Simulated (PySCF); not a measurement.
Species: C3H8FO (charge +1).
Structure used (PBE0-D3(BJ)/def2-SVP), in Å, numbered top down from 1:
```
atom  x, y, z in Å
C1    -0.9707   -0.9394   -0.5537
O2    -0.0622   -0.1880    0.3239
C3    -0.5092    1.1709    0.6614
C4     1.3593   -0.3205    0.0183
F5     1.6021    0.3149   -1.1163
H6    -1.9577   -0.8944   -0.0823
H7    -0.9661   -0.4794   -1.5502
H8    -0.5993   -1.9695   -0.5751
H9    -1.5119    1.0661    1.0882
H10    0.1922    1.5500    1.4121
H11   -0.5062    1.7837   -0.2490
H12    1.5412   -1.4007   -0.0673
H13    1.8851    0.1388    0.8667
```

Level of theory: core-valence-separated Tamm–Dancoff BHandHLYP/aug-pcX-1 (pcseg-1 on H) in PySCF, non-relativistic, gas phase, PBE0-D3(BJ)/def2-SVP geometry. Absolute energies from this functional tend to lie a few eV below measured edges; no shift was applied.

The lowest roots of each edge with f over 0.003 (five at most, numbered afresh; weaker and dark ones are left out), with transition dipoles (au) in the frame of the coordinates:

```
root  edge  E (eV)       f       μx       μy       μz
   1     C  285.52  0.1080   0.0260   0.1047   0.0616
   2     C  285.53  0.0401  -0.0674   0.0301  -0.0166
   3     C  287.99  0.0849  -0.1066   0.0090   0.0245
   4     C  288.80  0.0225   0.0008   0.0513   0.0233
   5     C  288.80  0.0592   0.0869  -0.0220   0.0183
   6     O  535.79  0.0083   0.0131  -0.0124   0.0175
   7     O  536.54  0.0582   0.0108   0.0569   0.0327
   8     O  536.76  0.0570  -0.0649   0.0104   0.0037
   9     O  538.47  0.0033  -0.0016   0.0081  -0.0134
  10     O  538.88  0.0048  -0.0050  -0.0087   0.0163
  11     F  686.66  0.0322  -0.0044  -0.0220   0.0376
  12     F  687.38  0.0092  -0.0229   0.0046   0.0009
  13     F  688.48  0.0071  -0.0067  -0.0088   0.0172
  14     F  689.79  0.0043   0.0076   0.0058  -0.0128
```

Task: Molecules are fixed in this frame and the field points along (0, 1, 1)/√2. What effective strengths 3 f cos²θ do the roots have (θ between field and μ)?

Result: root 1 (C1/C3): 0.290, root 2 (C1/C3): 0.002, root 3 (C4): 0.012, root 4 (C1/C3): 0.059, root 5 (C1/C3): 0.000, root 6 (O2): 0.001, root 7 (O2): 0.158, root 8 (O2): 0.004, root 9 (O2): 0.001, root 10 (O2): 0.001, root 11 (F5): 0.006, root 12 (F5): 0.001, root 13 (F5): 0.002, root 14 (F5): 0.001. Root 1 is the strongest. Averaged over all orientations cos²θ is 1/3, which gives f back. For degenerate partners only the sum has meaning, as the program may mix them freely.

Hardware: an Intel Xeon Platinum 8488C with one thread (shared host). Cost: 15 s of wall time, 0.80 GiB resident at most.

One conformer stands for the species.
